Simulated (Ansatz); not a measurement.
The same path of FH + H4Si (7 atoms, charge 0, multiplicity 1) was run twice with different band settings. Lost on the way: Si1–H2, F6–H7. Made: Si1–F6, H2–H7.

All numbers below come from Ansatz 0.2.0, RKS PBE0-D4/def2-TZVP.

Relaxed end points:

```xyz
7
Properties=species:S:1:pos:R:3
Si 0.313 -0.001 -0.192
H 0.022 -0.004 1.274
H 1.786 0.001 -0.353
H -0.279 1.219 -0.790
H -0.277 -1.219 -0.794
F -2.628 0.003 1.751
H -1.703 0.001 1.744
```

```xyz
7
Properties=species:S:1:pos:R:3
Si -0.279 0.001 -0.732
H -0.368 -0.003 3.380
H 0.934 0.000 0.119
H -0.327 1.221 -1.572
H -0.328 -1.217 -1.575
F -1.564 0.001 0.225
H -0.835 -0.002 2.796
```

Common settings: movable images 7; spring 5.0 eV/Å²; start path through a guess of the saddle point; force threshold 0.05 eV/Å; iteration limit 60; end points relaxed.

| run | climbing image | optimiser |
| --- | --- | --- |
| 1 | yes | quadratic models (default) |
| 2 | from the first iteration | fire |

Q: What does each run give, and how far can it be trusted?

A: Run 1: converged after 11 iterations, highest image 1.355 eV above the first end. A vibrational analysis at the climbing image gives one clearly imaginary mode, 1135i cm⁻¹: a first-order saddle point.
Run 2: converged after 44 iterations, highest image 1.355 eV above the first end. Neighbouring images differ by up to 1.2 eV, so the band resolves the path poorly. Another band between the same ends (7 images) ends at a top of the same energy, where a vibrational analysis finds 1 clearly imaginary mode.
The orbitals stay closed-shell, which can raise the energy where a bond breaks towards radicals; this wasn't checked here.
